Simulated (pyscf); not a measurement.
H₂O (SMILES O) + HO–AlH–OH (SMILES [OH][AlH][OH]) → HO–Al(OH)–OH (SMILES [OH][Al]([OH])[OH]) + H₂ (SMILES [H][H]) (four-centre exchange; singlet surface; H–O, Al–H broken, Al–O, H–H formed). Structures and frequencies: ωB97X-D3(BJ)/def2-SVP in PySCF. Energies in kcal/mol from the separated reactants.

```tsv
level	barrier	reaction energy
ωB97X-D3(BJ)/def2-TZVP	-5.0	-28.2
r²SCAN/def2-TZVP	-9.5	-29.9
B3LYP-D3(BJ)/def2-TZVP	-5.0	-28.4
PBE0-D3(BJ)/def2-TZVP	-6.7	-26.7
M06-2X/def2-TZVP	-6.2	-31.3
HF/def2-TZVP	8.5	-26.6
```

On the reactant side the descent ends in an adduct with a Al–O contact, 22.1 kcal/mol under the separated species and 17.1 kcal/mol under the saddle at ωB97X-D3(BJ)/def2-TZVP. At ωB97X-D3(BJ)/def2-TZVP, r²SCAN, B3LYP-D3(BJ), PBE0-D3(BJ), M06-2X the saddle lies under the separated reactants, which points to a path from their complex (located at ωB97X-D3(BJ) alone). What is counted as formed (Al–O) is already present as a longer contact in the reactant adduct; forming that adduct is a step of its own. At the saddle there is also a short Al–H contact that neither side keeps. This is the saddle that the search found; another between the same sides may lie lower.
